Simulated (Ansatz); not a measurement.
Breaking a bond: NaCl, singlet.

Method: CCSD(T) on UHF/aug-cc-pVTZ, frozen core (Ansatz, an electronic-structure program).

Question: Relative to R = 2.36 Å, what are the energies at R = 2.01, 2.31, 2.63, 4.67 Å?

Answer: 0.861 eV at 2.01 Å, 0.028 eV at 2.31 Å, 0.103 eV at 2.63 Å, 2.365 eV at 4.67 Å.

The unrestricted determinant behind UCCSD(T) is spin-contaminated at 5.73 to 9.36 Å (<S²> up to 1.0, against 0.00 for a pure singlet).
